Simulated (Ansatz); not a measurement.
**AlBH₆N+: functionals against CCSD(T) at one geometry**

A test off equilibrium: a structure displaced at random from a GFN2-xTB minimum is computed at several levels, and each is set against CCSD(T).

The runs use Ansatz 0.2.0, Gaussian basis; single points in def2-TZVPP.

Cores are frozen in the correlated methods.

### 1 The system as given

SMILES `[NH3+][BH][AlH2]`, 9 atoms, charge 1, spin multiplicity 1.

Atoms are counted from 1 here; the program's logs count them from 0.

Bond lengths: N1–B2 1.499 Å, N1–H4 1.066 Å, N1–H5 1.109 Å, N1–H6 0.891 Å, B2–Al3 2.154 Å, B2–H7 1.358 Å, Al3–H8 1.441 Å, Al3–H9 1.694 Å. Angles: B2–N1–H4 108.2°, B2–N1–H5 113.7°, B2–N1–H6 111.7°, H4–N1–H5 103.1°, H4–N1–H6 110.3°, H5–N1–H6 109.7°, N1–B2–Al3 103.3°, N1–B2–H7 113.5°, Al3–B2–H7 143.2°, B2–Al3–H8 139.8°, B2–Al3–H9 102.0°, H8–Al3–H9 118.2°.

As a file:

| atom | x (Å) | y (Å) | z (Å) |
| --- | --- | --- | --- |
| N1 | -0.6059 | 0.8481 | -0.4469 |
| B2 | 0.4541 | -0.1632 | -0.7646 |
| Al3 | 0.6997 | -1.2258 | 1.0924 |
| H4 | -1.4012 | 0.7274 | -1.1471 |
| H5 | -0.2841 | 1.8969 | -0.6114 |
| H6 | -0.9108 | 0.7547 | 0.3856 |
| H7 | 0.9111 | -0.0845 | -2.0413 |
| H8 | 1.4643 | -2.3150 | 1.6445 |
| H9 | -0.3559 | -0.3886 | 2.1196 |

### 2 CCSD(T)/def2-TZVPP

run/in.yaml reads:

```yaml
crystal:
  periodic: [false, false, false]
  atoms:
    - {symbol: N, position_ang: [-0.605900, 0.848100, -0.446900]}
    - {symbol: B, position_ang: [0.454100, -0.163200, -0.764600]}
    - {symbol: Al, position_ang: [0.699700, -1.225800, 1.092400]}
    - {symbol: H, position_ang: [-1.401200, 0.727400, -1.147100]}
    - {symbol: H, position_ang: [-0.284100, 1.896900, -0.611400]}
    - {symbol: H, position_ang: [-0.910800, 0.754700, 0.385600]}
    - {symbol: H, position_ang: [0.911100, -0.084500, -2.041300]}
    - {symbol: H, position_ang: [1.464300, -2.315000, 1.644500]}
    - {symbol: H, position_ang: [-0.355900, -0.388600, 2.119600]}
basis:
  gaussian: {orbitals: def2-TZVPP}
total_charge: 1
correlation: {method: ccsd_t}
output: {forces: true}
```

The command line of these runs was not kept.

### 3 PBE0-D4/def2-TZVPP

Changes to run/in.yaml since step 2:

```diff
@@ -15,3 +15,3 @@
 total_charge: 1
-correlation: {method: ccsd_t}
-output: {forces: true}
+hamiltonian: {xc: pbe0, dispersion: d4}
+output: {forces: true, orbitals: {seedname: orbitals}}
```

### 4 wB97M-V/def2-TZVPP

Changes to run/in.yaml since step 3:

```diff
@@ -15,3 +15,3 @@
 total_charge: 1
-hamiltonian: {xc: pbe0, dispersion: d4}
-output: {forces: true, orbitals: {seedname: orbitals}}
+hamiltonian: {xc: {name: wB97M-V}}
+output: {forces: true}
```

### 5 r2SCAN-D4/def2-TZVPP

Changes to run/in.yaml since step 4:

```diff
@@ -15,3 +15,3 @@
 total_charge: 1
-hamiltonian: {xc: {name: wB97M-V}}
+hamiltonian: {xc: r2scan, dispersion: d4}
 output: {forces: true}
```

### 6 PBE-D4/def2-TZVPP

Changes to run/in.yaml since step 5:

```diff
@@ -15,3 +15,3 @@
 total_charge: 1
-hamiltonian: {xc: r2scan, dispersion: d4}
+hamiltonian: {xc: pbe, dispersion: d4}
 output: {forces: true}
```

### 7 wB97X-V/def2-TZVPP

Changes to run/in.yaml since step 6:

```diff
@@ -15,3 +15,3 @@
 total_charge: 1
-hamiltonian: {xc: pbe, dispersion: d4}
+hamiltonian: {xc: {name: wB97X-V}}
 output: {forces: true}
```

### 8 r2SCAN0-D4/def2-TZVPP

Changes to run/in.yaml since step 7:

```diff
@@ -15,3 +15,3 @@
 total_charge: 1
-hamiltonian: {xc: {name: wB97X-V}}
+hamiltonian: {xc: {name: r2SCAN0}, dispersion: d4}
 output: {forces: true}
```

(Steps that only read results are left out.)

Q: Predict the outcome of this session. Wanted: energy less free atoms, CCSD(T)/def2-TZVPP; RMS force component; RMS force error; HOMO and LUMO, PBE0-D4; T1 diagnostic.

As calculated:

```
                                  quantity                                                                                              value
energy less free atoms, CCSD(T)/def2-TZVPP                                                                                     -1784.1 kJ/mol
                       RMS force component                                                               2.842 to 2.888 eV/Å over the methods
                           RMS force error  PBE0-D4 0.112, wB97M-V 0.074, r2SCAN-D4 0.090, PBE-D4 0.204, wB97X-V 0.048, r2SCAN0-D4 0.109 eV/Å
                    HOMO and LUMO, PBE0-D4                                                                                -12.55 and -8.20 eV
                             T1 diagnostic                                                                                              0.009
```

**Reading.** Against CCSD(T) the functionals' energies less atoms differ by -84.7 to -36.1 kJ/mol, PBE-D4 by -75.5 kJ/mol. CCSD(T) in triple zeta still lacks some correlation energy of the bonds, so part of these gaps is its own basis error and they don't rank the functionals. The forces of wB97X-V come nearest to CCSD(T), those of PBE-D4 are farthest. Frozen-core CCSD(T) forces in triple zeta carry basis errors of their own, and this is one geometry, so small gaps rank nothing.
